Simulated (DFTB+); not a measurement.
DFTB+ input (SCC-DFTB): The folder sk holds the Slater-Koster set scc that CP2K ships.

```
Geometry = xyzFormat {
6

C      0.13024566     0.85108141    -0.45470947
O     -0.00376065    -0.00303305     0.86250643
C      0.02493219    -0.64005001    -0.38613383
H     -0.92028812     1.20080584    -0.62002850
H     -0.89689779    -1.18874982    -0.64519838
H      0.91620393    -1.25398011    -0.58976473
}
Hamiltonian = DFTB {
  SCC = Yes
  SCCTolerance = 1e-8
  MaxSCCIterations = 300
  Charge = -1
  SlaterKosterFiles = Type2FileNames {
    Prefix = "sk/"
    Separator = ""
    Suffix = ".spl"
    LowerCaseTypeName = Yes
  }
  MaxAngularMomentum {
    C = "p"
    H = "s"
    O = "p"
  }
  Filling = Fermi { Temperature [K] = 0 }
}
ParserOptions { ParserVersion = 14 }
```

Output:

```
|===============================================================================
|
|
|  Copyright (C) 2006 - 2025  DFTB+ developers group
|
|===============================================================================
|
|  When publishing results obtained with DFTB+, please cite the following
|  reference:
|
|    Recent Developments in DFTB+, a Software Package for Efficient Atomistic
|    Quantum Mechanical Simulations, J. Phys. Chem. A 129, 5373−5390 (2025).
|    [https://doi.org/10.1021/acs.jpca.5c01146]
|
|  You should also cite additional publications crediting the parametrization
|  data you use. Please consult the documentation of the SK-files for the
|  references.
|
|===============================================================================

Reading input file 'dftb_in.hsd'
Parser version: 14

--------------------------------------------------------------------------------
Reading SK-files:
./sk/cc.spl
./sk/co.spl
./sk/ch.spl
./sk/oo.spl
./sk/oh.spl
./sk/hh.spl
Done.

Processed input in HSD format written to 'dftb_pin.hsd'

Starting initialization...
--------------------------------------------------------------------------------
WARNING!
-> Dipole printed for a charged system : origin dependent quantity
Mode:                        Static calculation
Self consistent charges:     Yes
SCC-tolerance:                 0.100000E-07
Max. scc iterations:                    300
Shell resolved Hubbard:      No
Spin polarisation:           No
Nr. of up electrons:             9.000000
Nr. of down electrons:           9.000000
Periodic boundaries:         No
Electronic solver:           Relatively robust
Mixer:                       Broyden mixer
Mixing parameter:                  0.200000
Nr. of chrg. vec. in memory:            300
Max. SCC-cycles:                        300
Electronic temperature:              0.100000E-07 H      0.272114E-06 eV
Initial charges:             Set automatically (system chrg:  -0.100E+01)
Included shells:             C:  s, p
                             O:  s, p
                             H:  s
Extra options:
                             Mulliken analysis

--------------------------------------------------------------------------------

***  Geometry step: 0

 iSCC Total electronic   Diff electronic      SCC error
    1   -0.78584266E+01    0.00000000E+00    0.58313066E+00
    2   -0.78680479E+01   -0.78584266E+01    0.38755279E+00
    3   -0.78748964E+01   -0.96212896E-02    0.19968139E-01
    4   -0.78749296E+01   -0.68485266E-02    0.31455400E-02
    5   -0.78749299E+01   -0.33142127E-04    0.16888324E-02
    6   -0.78749302E+01   -0.29780890E-06    0.12807674E-03
    7   -0.78749302E+01   -0.30466672E-06    0.33147531E-04
    8   -0.78749302E+01   -0.78713391E-09    0.28588238E-05
    9   -0.78749302E+01   -0.45415227E-10    0.18393992E-07
>> Charges saved for restart in charges.bin
   10   -0.78749302E+01   -0.39257486E-12    0.28940406E-10

Total Energy:                       -7.7532428337 H         -210.9765 eV
Extrapolated to 0K:                 -7.7532428337 H         -210.9765 eV
Total Mermin free energy:           -7.7532428337 H         -210.9765 eV
Force related energy:               -7.7532428337 H         -210.9765 eV

 Fermi distribution function

Calculation with static geometry

********************************************************************************
 iSCC Total electronic   Diff electronic      SCC error
   10   -0.78749302E+01   -0.39257486E-12    0.28940406E-10
********************************************************************************

 Total charge:    -1.00000000

 Atomic gross charges (e)
 Atom           Charge
    1      -0.53985372
    2      -0.41755060
    3       0.11445251
    4      -0.03444272
    5      -0.06059604
    6      -0.06200943

Nr. of electrons (up):     18.00000000
Atom populations (up)
 Atom       Population
    1       4.53985372
    2       6.41755060
    3       3.88554749
    4       1.03444272
    5       1.06059604
    6       1.06200943

l-shell populations (up)
 Atom Sh.   l       Population
    1   1   0       1.50555138
    1   2   1       3.03430234
    2   1   0       1.81405811
    2   2   1       4.60349249
    3   1   0       1.16964411
    3   2   1       2.71590338
    4   1   0       1.03444272
    5   1   0       1.06059604
    6   1   0       1.06200943

Orbital populations (up)
 Atom Sh.   l   m       Population  Label
    1   1   0   0       1.50555138  s
    1   2   1  -1       0.95522571  p_y
    1   2   1   0       0.80232443  p_z
    1   2   1   1       1.27675220  p_x
    2   1   0   0       1.81405811  s
    2   2   1  -1       1.36361052  p_y
    2   2   1   0       1.29235196  p_z
    2   2   1   1       1.94753001  p_x
    3   1   0   0       1.16964411  s
    3   2   1  -1       0.91704070  p_y
    3   2   1   0       0.94198008  p_z
    3   2   1   1       0.85688260  p_x
    4   1   0   0       1.03444272  s
    5   1   0   0       1.06059604  s
    6   1   0   0       1.06200943  s

Fermi level:                         0.2457813498 H            6.6881 eV
Band energy:                        -1.9429737381 H          -52.8710 eV
TS:                                  0.0000000000 H            0.0000 eV
Band free energy (E-TS):            -1.9429737381 H          -52.8710 eV
Extrapolated E(0K):                 -1.9429737381 H          -52.8710 eV
Input / Output electrons (q):     18.0000000000     18.0000000000

Energy H0:                          -8.0561676783 H         -219.2195 eV
Energy SCC:                          0.1812375160 H            4.9317 eV
Total Electronic energy:            -7.8749301623 H         -214.2878 eV
Repulsive energy:                    0.1216873287 H            3.3113 eV
Total energy:                       -7.7532428337 H         -210.9765 eV
Extrapolated to 0:                  -7.7532428337 H         -210.9765 eV
Total Mermin free energy:           -7.7532428337 H         -210.9765 eV
Force related energy:               -7.7532428337 H         -210.9765 eV

Non-constrained calculation

SCC converged

Warning: dipole moment is not defined absolutely!
Dipole moment:   -0.06927242   -0.79938289   -0.11685037 au
Dipole moment:   -0.17607294   -2.03182881   -0.29700403 Debye
```

The dipole moment of an ion depends on the origin.

The geometry given is a B3LYP-D3(BJ)/def2-TZVP minimum.
